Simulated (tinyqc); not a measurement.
UHF in the sto-3g basis, for CH3, spin multiplicity 2, step by step (part 2 of 3). Computed by tinyqc, a small Python program that keeps every step (integrals from PySCF). Command: `OMP_NUM_THREADS=1 python tinyqc.py 21752 21753 out.jsonl` (the two numbers bound the seeds that draw the settings). One thread of a shared host (Intel(R) Xeon(R) Processor @ 2.60GHz), about 0.2 s of CPU time with the checks.

Geometry (angstrom):
```
atom        x        y       z
C      0.0000   0.0000  0.0630
H      1.2000   0.0000  0.0000
H     -0.6000   1.0390  0.0000
H     -0.6000  -1.0390  0.0000
```

## Iteration 1: building the Fock matrix

D(alpha) at the start:
```
          1C 1s    1C 2s   1C 2px   1C 2py   1C 2pz    2H 1s    3H 1s    4H 1s
1C 1s    1.0772  -0.3323   0.0000   0.0000   0.0038   0.0392   0.0393   0.0393
1C 2s   -0.3323   1.4171  -0.0001   0.0000  -0.0217  -0.1569  -0.1570  -0.1570
1C 2px   0.0000  -0.0001   1.2259   0.0000   0.0000  -0.2170   0.1085   0.1085
1C 2py   0.0000   0.0000   0.0000   1.2259   0.0000   0.0000  -0.1879   0.1879
1C 2pz   0.0038  -0.0217   0.0000   0.0000   1.0013   0.0116   0.0116   0.0116
2H 1s    0.0392  -0.1569  -0.2170   0.0000   0.0116   0.0559  -0.0017  -0.0017
3H 1s    0.0393  -0.1570   0.1085  -0.1879   0.0116  -0.0017   0.0559  -0.0017
4H 1s    0.0393  -0.1570   0.1085   0.1879   0.0116  -0.0017  -0.0017   0.0559
```

D(beta) at the start:
```
          1C 1s    1C 2s   1C 2px   1C 2py   1C 2pz    2H 1s    3H 1s    4H 1s
1C 1s    1.0769  -0.3312   0.0000   0.0000   0.0200   0.0393   0.0393   0.0393
1C 2s   -0.3312   1.4125  -0.0001   0.0000  -0.0891  -0.1571  -0.1571  -0.1571
1C 2px   0.0000  -0.0001   1.2259   0.0000   0.0000  -0.2170   0.1085   0.1085
1C 2py   0.0000   0.0000   0.0000   1.2259   0.0000   0.0000  -0.1879   0.1879
1C 2pz   0.0200  -0.0891   0.0000   0.0000   0.0056   0.0099   0.0099   0.0099
2H 1s    0.0393  -0.1571  -0.2170   0.0000   0.0099   0.0559  -0.0017  -0.0017
3H 1s    0.0393  -0.1571   0.1085  -0.1879   0.0099  -0.0017   0.0559  -0.0017
4H 1s    0.0393  -0.1571   0.1085   0.1879   0.0099  -0.0017  -0.0017   0.0559
```

core Hamiltonian H = T + V (hartree):
```
           1C 1s    1C 2s   1C 2px   1C 2py   1C 2pz    2H 1s    3H 1s    4H 1s
1C 1s   -19.0829  -4.6063   0.0000   0.0000   0.0022  -0.8990  -0.8994  -0.8994
1C 2s    -4.6063  -6.0165   0.0001   0.0000   0.0235  -2.2175  -2.2182  -2.2182
1C 2px    0.0000   0.0001  -5.0206   0.0000   0.0000  -1.9045   0.9527   0.9527
1C 2py    0.0000   0.0000   0.0000  -5.0206   0.0000   0.0000  -1.6496   1.6496
1C 2pz    0.0022   0.0235   0.0000   0.0000  -4.8651   0.1048   0.1049   0.1049
2H 1s    -0.8990  -2.2175  -1.9045   0.0000   0.1048  -3.5813  -0.5198  -0.5198
3H 1s    -0.8994  -2.2182   0.9527  -1.6496   0.1049  -0.5198  -3.5818  -0.5201
4H 1s    -0.8994  -2.2182   0.9527   1.6496   0.1049  -0.5198  -0.5201  -3.5818
```

nuclear repulsion = 8.691505 hartree

Given earlier and not repeated: Two-electron integrals (ij|kl) in chemists' order.

J_ij = sum D_kl (ij|kl) with D = D(alpha) + D(beta), K_ij = sum D_kl (ik|jl) for each spin; F = H + J - K(s); E = tr D H + tr D J / 2 - 0.5 sum_s tr D(s) K(s) + E_nn.

Coulomb J (hartree):
```
          1C 1s    1C 2s   1C 2px   1C 2py   1C 2pz    2H 1s    3H 1s    4H 1s
1C 1s   13.3640   2.6517   0.0000   0.0000  -0.0039   0.5136   0.5138   0.5138
1C 2s    2.6517   6.1995   0.0000   0.0000  -0.0168   2.1879   2.1886   2.1886
1C 2px   0.0000   0.0000   6.2137   0.0000   0.0000   1.9906  -0.9957  -0.9957
1C 2py   0.0000   0.0000   0.0000   6.2137   0.0000   0.0000   1.7242  -1.7242
1C 2pz  -0.0039  -0.0168   0.0000   0.0000   6.1545  -0.1081  -0.1081  -0.1081
2H 1s    0.5136   2.1879   1.9906   0.0000  -0.1081   3.7654   0.4907   0.4907
3H 1s    0.5138   2.1886  -0.9957   1.7242  -0.1081   0.4907   3.7659   0.4909
4H 1s    0.5138   2.1886  -0.9957  -1.7242  -0.1081   0.4907   0.4909   3.7659
```

exchange K(alpha) (hartree):
```
         1C 1s   1C 2s   1C 2px   1C 2py   1C 2pz    2H 1s    3H 1s    4H 1s
1C 1s   3.6656  0.6788   0.0000   0.0000   0.0000   0.1392   0.1392   0.1392
1C 2s   0.6788  1.1056   0.0000   0.0000   0.0002   0.3408   0.3409   0.3409
1C 2px  0.0000  0.0000   0.9083   0.0000   0.0000   0.2320  -0.1161  -0.1161
1C 2py  0.0000  0.0000   0.0000   0.9083   0.0000   0.0000   0.2010  -0.2010
1C 2pz  0.0000  0.0002   0.0000   0.0000   0.9170  -0.0120  -0.0120  -0.0120
2H 1s   0.1392  0.3408   0.2320   0.0000  -0.0120   0.1857   0.0775   0.0775
3H 1s   0.1392  0.3409  -0.1161   0.2010  -0.0120   0.0775   0.1858   0.0775
4H 1s   0.1392  0.3409  -0.1161  -0.2010  -0.0120   0.0775   0.0775   0.1858
```

exchange K(beta) (hartree):
```
          1C 1s    1C 2s   1C 2px   1C 2py   1C 2pz    2H 1s    3H 1s    4H 1s
1C 1s    3.6452   0.6481   0.0000   0.0000  -0.0021   0.1324   0.1325   0.1325
1C 2s    0.6481   0.9656   0.0000   0.0000  -0.0487   0.3046   0.3047   0.3047
1C 2px   0.0000   0.0000   0.8716   0.0000   0.0000   0.2233  -0.1117  -0.1117
1C 2py   0.0000   0.0000   0.0000   0.8716   0.0000   0.0000   0.1934  -0.1934
1C 2pz  -0.0021  -0.0487   0.0000   0.0000   0.2466  -0.0182  -0.0182  -0.0182
2H 1s    0.1324   0.3046   0.2233   0.0000  -0.0182   0.1724   0.0688   0.0688
3H 1s    0.1325   0.3047  -0.1117   0.1934  -0.0182   0.0688   0.1725   0.0688
4H 1s    0.1325   0.3047  -0.1117  -0.1934  -0.0182   0.0688   0.0688   0.1725
```

F(alpha) (hartree):
```
          1C 1s    1C 2s   1C 2px   1C 2py   1C 2pz    2H 1s    3H 1s    4H 1s
1C 1s   -9.3845  -2.6334   0.0000   0.0000  -0.0017  -0.5246  -0.5248  -0.5248
1C 2s   -2.6334  -0.9226   0.0001   0.0000   0.0065  -0.3703  -0.3705  -0.3705
1C 2px   0.0000   0.0001   0.2848   0.0000   0.0000  -0.1460   0.0730   0.0730
1C 2py   0.0000   0.0000   0.0000   0.2848   0.0000   0.0000  -0.1264   0.1264
1C 2pz  -0.0017   0.0065   0.0000   0.0000   0.3725   0.0088   0.0088   0.0088
2H 1s   -0.5246  -0.3703  -0.1460   0.0000   0.0088  -0.0016  -0.1066  -0.1066
3H 1s   -0.5248  -0.3705   0.0730  -0.1264   0.0088  -0.1066  -0.0017  -0.1067
4H 1s   -0.5248  -0.3705   0.0730   0.1264   0.0088  -0.1066  -0.1067  -0.0017
```

F(beta) (hartree):
```
          1C 1s    1C 2s   1C 2px   1C 2py  1C 2pz    2H 1s    3H 1s    4H 1s
1C 1s   -9.3641  -2.6026   0.0000   0.0000  0.0003  -0.5179  -0.5181  -0.5181
1C 2s   -2.6026  -0.7826   0.0001   0.0000  0.0554  -0.3342  -0.3343  -0.3343
1C 2px   0.0000   0.0001   0.3215   0.0000  0.0000  -0.1372   0.0687   0.0687
1C 2py   0.0000   0.0000   0.0000   0.3215  0.0000   0.0000  -0.1189   0.1189
1C 2pz   0.0003   0.0554   0.0000   0.0000  1.0429   0.0149   0.0149   0.0149
2H 1s   -0.5179  -0.3342  -0.1372   0.0000  0.0149   0.0117  -0.0980  -0.0980
3H 1s   -0.5181  -0.3343   0.0687  -0.1189  0.0149  -0.0980   0.0116  -0.0980
4H 1s   -0.5181  -0.3343   0.0687   0.1189  0.0149  -0.0980  -0.0980   0.0116
```

total energy of this density = -36.551481 hartree

This density is the starting one.

## Iteration 1: diagonalisation and new density

X:
```
          1C 1s    1C 2s   1C 2px   1C 2py   1C 2pz    2H 1s    3H 1s    4H 1s
1C 1s    1.0279  -0.1594   0.0000   0.0000   0.0015   0.0239   0.0239   0.0239
1C 2s   -0.1594   1.3131  -0.0001   0.0000  -0.0147  -0.2778  -0.2779  -0.2779
1C 2px   0.0000  -0.0001   1.1452   0.0000   0.0000  -0.2897   0.1449   0.1449
1C 2py   0.0000   0.0000   0.0000   1.1452   0.0000   0.0000  -0.2509   0.2509
1C 2pz   0.0015  -0.0147   0.0000   0.0000   1.0008   0.0142   0.0142   0.0142
2H 1s    0.0239  -0.2778  -0.2897   0.0000   0.0142   1.1930  -0.0233  -0.0233
3H 1s    0.0239  -0.2779   0.1449  -0.2509   0.0142  -0.0233   1.1931  -0.0233
4H 1s    0.0239  -0.2779   0.1449   0.2509   0.0142  -0.0233  -0.0233   1.1931
```

overlap S:
```
         1C 1s   1C 2s   1C 2px   1C 2py   1C 2pz    2H 1s    3H 1s    4H 1s
1C 1s   1.0000  0.2484   0.0000   0.0000   0.0000   0.0480   0.0480   0.0480
1C 2s   0.2484  1.0000   0.0000   0.0000   0.0000   0.4285   0.4286   0.4286
1C 2px  0.0000  0.0000   1.0000   0.0000   0.0000   0.4261  -0.2131  -0.2131
1C 2py  0.0000  0.0000   0.0000   1.0000   0.0000   0.0000   0.3691  -0.3691
1C 2pz  0.0000  0.0000   0.0000   0.0000   1.0000  -0.0224  -0.0224  -0.0224
2H 1s   0.0480  0.4285   0.4261   0.0000  -0.0224   1.0000   0.1047   0.1047
3H 1s   0.0480  0.4286  -0.2131   0.3691  -0.0224   0.1047   1.0000   0.1047
4H 1s   0.0480  0.4286  -0.2131  -0.3691  -0.0224   0.1047   0.1047   1.0000
```

A level shift of 0.5 hartree raises the virtual space: F + shift (S - S D(s) S), with D(s) the density of one spin. Diagonalise F' = X^T F X, C = X C', fill 5 alpha and 4 beta electrons from the bottom; D(s) = C_occ C_occ^T; the new density keeps 0.7 of the old one (damping). Each column has its largest component positive (the first on a tie).

F' = X^T F X (alpha) (hartree):
```
         1        2        3        4        5        6        7        8
1  -9.1458  -1.5158   0.0000   0.0000   0.0016  -0.0579  -0.0580  -0.0580
2  -1.5158  -0.0824   0.0000   0.0000  -0.0145  -0.3558  -0.3559  -0.3559
3   0.0000   0.0000   0.5364   0.0000   0.0000  -0.3910   0.1956   0.1956
4   0.0000   0.0000   0.0000   0.5364   0.0000   0.0000  -0.3387   0.3387
5   0.0016  -0.0145   0.0000   0.0000   0.3738   0.0186   0.0186   0.0186
6  -0.0579  -0.3558  -0.3910   0.0000   0.0186   0.7916  -0.0496  -0.0496
7  -0.0580  -0.3559   0.1956  -0.3387   0.0186  -0.0496   0.7917  -0.0496
8  -0.0580  -0.3559   0.1956   0.3387   0.0186  -0.0496  -0.0496   0.7917
```

orbital energies (alpha) (hartree): MO1 -9.3965, MO2 -0.2188, MO3 0.1861, MO4 0.1861, MO5 0.3721, MO6 1.0813, MO7 1.1914, MO8 1.1916

coefficients C (alpha):
```
            MO1      MO2      MO3      MO4      MO5      MO6      MO7      MO8
1C 1s    0.9892  -0.2598   0.0000   0.0000  -0.0104  -0.1941  -0.0003   0.0000
1C 2s    0.0458   0.8474   0.0000   0.0002   0.0484   1.1220   0.0016   0.0000
1C 2px   0.0000  -0.0001   0.0000   0.7150   0.0000   0.0011  -0.9624   0.0000
1C 2py   0.0000   0.0000   0.7150   0.0000   0.0000   0.0000   0.0000   0.9624
1C 2pz  -0.0004  -0.0080   0.0000   0.0000   0.9981  -0.0781  -0.0001   0.0000
2H 1s   -0.0083   0.1262   0.0000   0.3524  -0.0196  -0.7080   0.9718   0.0000
3H 1s   -0.0083   0.1263   0.3051  -0.1761  -0.0196  -0.7063  -0.4873  -0.8424
4H 1s   -0.0083   0.1263  -0.3051  -0.1761  -0.0196  -0.7063  -0.4873   0.8424
```

F' = X^T F X (beta) (hartree):
```
         1        2        3        4        5        6        7        8
1  -9.1305  -1.5045   0.0000   0.0000  -0.0065  -0.0587  -0.0588  -0.0588
2  -1.5045   0.0767   0.0000   0.0000   0.0664  -0.3519  -0.3520  -0.3520
3   0.0000   0.0000   0.5764   0.0000   0.0000  -0.3915   0.1959   0.1959
4   0.0000   0.0000   0.0000   0.5764   0.0000   0.0000  -0.3392   0.3392
5  -0.0065   0.0664   0.0000   0.0000   1.5421   0.0242   0.0242   0.0242
6  -0.0587  -0.3519  -0.3915   0.0000   0.0242   0.7942  -0.0492  -0.0492
7  -0.0588  -0.3520   0.1959  -0.3392   0.0242  -0.0492   0.7943  -0.0492
8  -0.0588  -0.3520   0.1959   0.3392   0.0242  -0.0492  -0.0492   0.7943
```

orbital energies (beta) (hartree): MO1 -9.3740, MO2 -0.1123, MO3 0.2120, MO4 0.2120, MO5 1.1244, MO6 1.2078, MO7 1.2079, MO8 1.5459

coefficients C (beta):
```
            MO1      MO2      MO3      MO4      MO5      MO6      MO7      MO8
1C 1s    0.9903  -0.2461   0.0000   0.0000  -0.2057   0.0004   0.0000  -0.0122
1C 2s    0.0413   0.7871   0.0000   0.0002   1.1657  -0.0021   0.0000   0.0368
1C 2px   0.0000  -0.0001   0.0000   0.6973   0.0015   0.9753   0.0000   0.0000
1C 2py   0.0000   0.0000   0.6973   0.0000   0.0000   0.0000   0.9753   0.0000
1C 2pz  -0.0008  -0.0449   0.0000   0.0000  -0.0408   0.0001   0.0000   0.9993
2H 1s   -0.0074   0.1624   0.0000   0.3701  -0.7011  -0.9649   0.0000   0.0134
3H 1s   -0.0074   0.1625   0.3205  -0.1850  -0.6988   0.4843  -0.8367   0.0134
4H 1s   -0.0074   0.1625  -0.3205  -0.1850  -0.6988   0.4843   0.8367   0.0134
```

D(alpha) after iteration 1:
```
          1C 1s    1C 2s   1C 2px   1C 2py   1C 2pz    2H 1s    3H 1s    4H 1s
1C 1s    1.0679  -0.2852   0.0000   0.0000   0.0001   0.0152   0.0152   0.0152
1C 2s   -0.2852   1.2087  -0.0001   0.0000  -0.0027  -0.0782  -0.0782  -0.0782
1C 2px   0.0000  -0.0001   1.0115   0.0000   0.0000  -0.0763   0.0382   0.0382
1C 2py   0.0000   0.0000   0.0000   1.0115   0.0000   0.0000  -0.0661   0.0661
1C 2pz   0.0001  -0.0027   0.0000   0.0000   0.9998   0.0020   0.0020   0.0020
2H 1s    0.0152  -0.0782  -0.0763   0.0000   0.0020   0.0813  -0.0149  -0.0149
3H 1s    0.0152  -0.0782   0.0382  -0.0661   0.0020  -0.0149   0.0813  -0.0149
4H 1s    0.0152  -0.0782   0.0382   0.0661   0.0020  -0.0149  -0.0149   0.0813
```

D(beta) after iteration 1:
```
          1C 1s    1C 2s   1C 2px   1C 2py   1C 2pz    2H 1s    3H 1s    4H 1s
1C 1s    1.0662  -0.2777   0.0000   0.0000   0.0171   0.0133   0.0133   0.0133
1C 2s   -0.2777   1.1752  -0.0001   0.0000  -0.0730  -0.0717  -0.0717  -0.0717
1C 2px   0.0000  -0.0001   1.0040   0.0000   0.0000  -0.0745   0.0373   0.0373
1C 2py   0.0000   0.0000   0.0000   1.0040   0.0000   0.0000  -0.0645   0.0645
1C 2pz   0.0171  -0.0730   0.0000   0.0000   0.0045   0.0047   0.0047   0.0047
2H 1s    0.0133  -0.0717  -0.0745   0.0000   0.0047   0.0881  -0.0138  -0.0138
3H 1s    0.0133  -0.0717   0.0373  -0.0645   0.0047  -0.0138   0.0881  -0.0138
4H 1s    0.0133  -0.0717   0.0373   0.0645   0.0047  -0.0138  -0.0138   0.0881
```

## Iteration 2: building the Fock matrix

As before.

Coulomb J (hartree):
```
          1C 1s    1C 2s   1C 2px   1C 2py   1C 2pz    2H 1s    3H 1s    4H 1s
1C 1s   12.9992   2.5694   0.0000   0.0000  -0.0035   0.4977   0.4979   0.4979
1C 2s    2.5694   6.0364   0.0000   0.0000  -0.0174   2.1495   2.1501   2.1501
1C 2px   0.0000   0.0000   6.0534   0.0000   0.0000   1.9672  -0.9840  -0.9840
1C 2py   0.0000   0.0000   0.0000   6.0534   0.0000   0.0000   1.7039  -1.7039
1C 2pz  -0.0035  -0.0174   0.0000   0.0000   5.9857  -0.1070  -0.1071  -0.1071
2H 1s    0.4977   2.1495   1.9672   0.0000  -0.1070   3.7714   0.4832   0.4832
3H 1s    0.4979   2.1501  -0.9840   1.7039  -0.1071   0.4832   3.7719   0.4835
4H 1s    0.4979   2.1501  -0.9840  -1.7039  -0.1071   0.4832   0.4835   3.7719
```

exchange K(alpha) (hartree):
```
          1C 1s   1C 2s   1C 2px   1C 2py   1C 2pz    2H 1s    3H 1s    4H 1s
1C 1s    3.6500  0.6705   0.0000   0.0000  -0.0002   0.1367   0.1368   0.1368
1C 2s    0.6705  1.0731   0.0000   0.0000   0.0020   0.3625   0.3626   0.3626
1C 2px   0.0000  0.0000   0.8632   0.0000   0.0000   0.2732  -0.1366  -0.1366
1C 2py   0.0000  0.0000   0.0000   0.8632   0.0000   0.0000   0.2366  -0.2366
1C 2pz  -0.0002  0.0020   0.0000   0.0000   0.8989  -0.0145  -0.0145  -0.0145
2H 1s    0.1367  0.3625   0.2732   0.0000  -0.0145   0.2756   0.0809   0.0809
3H 1s    0.1368  0.3626  -0.1366   0.2366  -0.0145   0.0809   0.2757   0.0809
4H 1s    0.1368  0.3626  -0.1366  -0.2366  -0.0145   0.0809   0.0809   0.2757
```

exchange K(beta) (hartree):
```
          1C 1s    1C 2s   1C 2px   1C 2py   1C 2pz    2H 1s    3H 1s    4H 1s
1C 1s    3.6283   0.6395   0.0000   0.0000  -0.0015   0.1299   0.1300   0.1300
1C 2s    0.6395   0.9269   0.0000   0.0000  -0.0459   0.3271   0.3272   0.3272
1C 2px   0.0000   0.0000   0.8226   0.0000   0.0000   0.2656  -0.1329  -0.1329
1C 2py   0.0000   0.0000   0.0000   0.8226   0.0000   0.0000   0.2301  -0.2301
1C 2pz  -0.0015  -0.0459   0.0000   0.0000   0.2261  -0.0193  -0.0193  -0.0193
2H 1s    0.1299   0.3271   0.2656   0.0000  -0.0193   0.2685   0.0733   0.0733
3H 1s    0.1300   0.3272  -0.1329   0.2301  -0.0193   0.0733   0.2686   0.0733
4H 1s    0.1300   0.3272  -0.1329  -0.2301  -0.0193   0.0733   0.0733   0.2686
```

F(alpha) (hartree):
```
          1C 1s    1C 2s   1C 2px   1C 2py   1C 2pz    2H 1s    3H 1s    4H 1s
1C 1s   -9.7337  -2.7074   0.0000   0.0000  -0.0011  -0.5380  -0.5383  -0.5383
1C 2s   -2.7074  -1.0532   0.0001   0.0000   0.0041  -0.4305  -0.4307  -0.4307
1C 2px   0.0000   0.0001   0.1696   0.0000   0.0000  -0.2106   0.1053   0.1053
1C 2py   0.0000   0.0000   0.0000   0.1696   0.0000   0.0000  -0.1824   0.1824
1C 2pz  -0.0011   0.0041   0.0000   0.0000   0.2217   0.0123   0.0123   0.0123
2H 1s   -0.5380  -0.4305  -0.2106   0.0000   0.0123  -0.0855  -0.1175  -0.1175
3H 1s   -0.5383  -0.4307   0.1053  -0.1824   0.0123  -0.1175  -0.0856  -0.1176
4H 1s   -0.5383  -0.4307   0.1053   0.1824   0.0123  -0.1175  -0.1176  -0.0856
```

F(beta) (hartree):
```
          1C 1s    1C 2s   1C 2px   1C 2py  1C 2pz    2H 1s    3H 1s    4H 1s
1C 1s   -9.7120  -2.6764   0.0000   0.0000  0.0002  -0.5312  -0.5315  -0.5315
1C 2s   -2.6764  -0.9070   0.0001   0.0000  0.0519  -0.3951  -0.3953  -0.3953
1C 2px   0.0000   0.0001   0.2102   0.0000  0.0000  -0.2030   0.1015   0.1015
1C 2py   0.0000   0.0000   0.0000   0.2102  0.0000   0.0000  -0.1758   0.1758
1C 2pz   0.0002   0.0519   0.0000   0.0000  0.8945   0.0171   0.0171   0.0171
2H 1s   -0.5312  -0.3951  -0.2030   0.0000  0.0171  -0.0783  -0.1099  -0.1099
3H 1s   -0.5315  -0.3953   0.1015  -0.1758  0.0171  -0.1099  -0.0784  -0.1100
4H 1s   -0.5315  -0.3953   0.1015   0.1758  0.0171  -0.1099  -0.1100  -0.0784
```

total energy of this density = -37.207834 hartree

This density is a damped mixture and is not idempotent.
